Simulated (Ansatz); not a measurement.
Two shapes of doublet CH3O.

Shape 1:

```xyz
5

C     0.0811   -0.0141   -0.6705
O     0.0237   -0.0937    0.6556
H    -0.0319    0.8123    1.0183
H     0.0846   -1.0133   -1.1106
H    -0.4309    0.8418   -1.2370
```

Shape 2:

```xyz
5

C     0.0358   -0.0369   -0.6229
O     0.0202   -0.0440    0.6215
H    -0.0345    0.7887    0.9175
H     0.0387   -0.9525   -1.0351
H    -0.3804    0.7370   -1.1167
```

Basis set: def2-TZVP (spherical functions). Correlated methods keep 2 orbitals frozen. Charge 0, multiplicity 2.

Computed with Ansatz (development build ahead of 0.2.0); each method stands on the lowest determinant of its kind that the runs found.

**Question.** Which shape is lower in energy, and by how much in each method?

**Answer.**

| method | E(2) − E(1) (eV) |
| --- | --- |
| UHF | 0.511 |
| UHF-MP2 | 0.706 |

Shape 1 is lower.
